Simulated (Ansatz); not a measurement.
# CH2Li2 (SMILES [Li][CH2][Li]): single points off equilibrium

One table from this session's results is given with a row withheld; the runs are named, their logs left out.

The runs use Ansatz 0.2.0, Gaussian basis; single points in def2-TZVPP.

Cores are frozen in the correlated methods. The outer core shell of Li, Na, Mg and K is correlated.

### The system as given

SMILES `[Li][CH2][Li]`, 5 atoms, charge 0, spin multiplicity 1.

Atoms are counted from 1 here; the program's logs count them from 0.

Bond lengths: Li1–C2 1.915 Å, C2–Li3 1.888 Å, C2–H4 1.126 Å, C2–H5 1.118 Å. Angles: Li1–C2–Li3 100.1°, Li1–C2–H4 108.9°, Li1–C2–H5 111.2°, Li3–C2–H4 110.5°, Li3–C2–H5 114.7°, H4–C2–H5 110.9°.

Coordinates:

```
Li   -0.7483   -1.0267    1.2304
C    -0.1052    0.1666   -0.1229
Li    1.6851   -0.4177   -0.2572
H    -0.1467    1.2208    0.2699
H    -0.6996    0.0687   -1.0645
```

The first run:

File run/in.yaml:

```yaml
crystal:
  periodic: [false, false, false]
  atoms:
    - {symbol: Li, position_ang: [-0.748293, -1.026730, 1.230355]}
    - {symbol: C, position_ang: [-0.105236, 0.166643, -0.122892]}
    - {symbol: Li, position_ang: [1.685129, -0.417651, -0.257212]}
    - {symbol: H, position_ang: [-0.146706, 1.220763, 0.269940]}
    - {symbol: H, position_ang: [-0.699648, 0.068729, -1.064529]}
basis:
  gaussian: {orbitals: def2-TZVPP}
hamiltonian: {xc: pbe, dispersion: d4}
output: {forces: true}
```

Started as:

```sh
ansatz run in.yaml --threads 2 --pin off --events-out ev --progress --plain --max-ram 3481MiB
```

Steps of the session up to this table: PBE-D4/def2-TZVPP; r2SCAN-D4/def2-TZVPP; PBE0-D4/def2-TZVPP; wB97M-V/def2-TZVPP; CCSD(T)/def2-TZVPP.

One table of the session follows, with a row left open; its other results are not shown here.

```
   method  RMS force component (eV/Å)  angle to CCSD(T) forces (°)  dipole (D)
   PBE-D4                       0.276                          7.2        5.94
r2SCAN-D4                           ?                            ?           ?
  PBE0-D4                       0.331                          9.9        6.33
  wB97M-V                       0.364                          9.6        6.37
  CCSD(T)                       0.379                    reference        6.19
```

**Question.** Estimate the row for r2SCAN-D4.

**Answer.** RMS force component (eV/Å): 0.339; angle to CCSD(T) forces (°): 7.3; dipole (D): 6.35. In the column «RMS force component (eV/Å)» it lies between PBE0-D4 (0.331) and wB97M-V (0.364).
